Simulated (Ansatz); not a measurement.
A run of Ansatz (development build ahead of 0.2.0) on triplet Al2C at this shape:

```xyz
3

C     0.0000    0.0000    0.0000
Al    0.0000    2.4721    1.4273
Al    0.0000   -2.4721    1.4273
```

Its results:

```
Converged                       : yes
Total energy                    : -522.40122 hartree
Spin squared of the determinant : 2.036
Stability test                  : minimum
```

(1) Which input gives this output? Name the method, the orbitals and the basis set, and write the input.

Answers

(1) PBE (unrestricted) in pcseg-2.

```yaml
crystal:
  periodic: [false, false, false]
  atoms:
    - { symbol: C, position_ang: [0.0, 0.0, 0.0] }
    - { symbol: Al, position_ang: [0.0, 2.4721, 1.4273] }
    - { symbol: Al, position_ang: [0.0, -2.4721, 1.4273] }
basis:
  gaussian: { orbitals: pcseg-2 }
magnetization:
  spin_polarized: true
  initial_magnetization: 2
hamiltonian:
  xc: pbe
```

Caution: other spin multiplicities may lie lower.
